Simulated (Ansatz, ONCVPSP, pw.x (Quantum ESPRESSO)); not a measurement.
Fe: one change to the ONCV potential, in the atom and in the bcc crystal

```json
{"Element": "iron (Fe)", "Generator": "ONCVPSP 4.0.1", "Type": "optimised norm-conserving Vanderbilt (ONCV)", "Functional": "PBE", "Relativity": "scalar-relativistic", "Frozen core": "[Ne]", "Valence charge": "16", "Reference configuration": "3s2 3p6 3d6 4s2", "Partial waves": "3s+4s: rc 1.60 bohr, ncon 3, nbas 7, qcut 6.5 1/bohr, 2 projectors; 3p: rc 0.95 bohr, ncon 4, nbas 9, qcut 9 1/bohr, 2 projectors, debl 3.1 Ha; 3d: rc 1.85 bohr, ncon 5, nbas 10, qcut 8.7 1/bohr, 1 projector", "Local potential": "polynomial inside 0.75 bohr (lpopt 1, dvloc0 3 Ha)", "Core correction": "Teter function, fcfact 4.5, rcfact 1.1"}
```

Change: d: rc 2.32.

Cutoffs, loose and tight: the cutoffs (Ha) at which the residual kinetic energy of the hardest occupied pseudo-wave falls to 1 and 0.1 mHa per electron. They do not see the model core or the augmentation charge, which bear on the density cutoff. Test errors are all-electron minus pseudo excitation energies from the reference, over the configurations 3s2 3p6 3d6 4s1; 3s2 3p6 3d6 4s0; 3s2 3p6 3d5 4s0; 3s2 3p6 3d6 4s1 4p1; variants that change the core or the reference have their own tests.

Crystal test: bcc Fe in pw.x 7.5, no spin, 17³ k-points, Fermi–Dirac smearing 0.01 Ry, cutoffs set for each file from its atomic test. The reference is all-electron LAPW (Ansatz 0.2.0) with the same functional, mesh and smearing; V0 and B0 come from Birch–Murnaghan fits to the pressures at five volumes. Errors are pseudo minus all-electron; Δ is the rms difference of the E(V) curves that follow from these fits, minima aligned, over ±6 % about the mean V0. Mesh and smearing are coarse, so the numbers serve the comparison and aren't converged zero-temperature values; the lattice is a test structure that the element need not adopt. Spin polarisation and strong correlation are left out, which matters for this element.

All-electron: a0 = 2.765 Å (V0 = 10.56 Å³/atom), B0 = 260.5 GPa.

Question: Does the change bring the crystal closer to the all-electron result?

Answer: The mean pressure error goes from +2.11 to +4.30 GPa, so the change moves the solid further from the all-electron pressures.

| quantity | base | changed |
| --- | --- | --- |
| outcome (atom) | generated | generated |
| cutoff, loose (atom) | 31 Ha | 31 Ha |
| cutoff, tight (atom) | 64 Ha | 64 Ha |
| bound ghosts (atom) | none | none |
| largest test error (meV) (atom) | -5.7 | +14 |
| cutoffs in pw.x (Ry) | 150/600 | 150/600 |
| a0 (Å) | 2.772 | 2.779 |
| a0 error (%) | +0.26 | +0.53 |
| B0 error (%) | -0.5 | -1.8 |
| Δ (meV/atom) | 4.7 | 9.6 |
| mean pressure error (GPa) | +2.11 | +4.30 |

Base: The free energy does not fall steadily as the cutoff rises, most likely since the density grid, which shrinks with it, is too coarse for the model core; the lower cutoffs are not converged. Changed file: This is a poor potential for the solid. The free energy does not fall steadily as the cutoff rises, most likely since the density grid, which shrinks with it, is too coarse for the model core; the lower cutoffs are not converged.
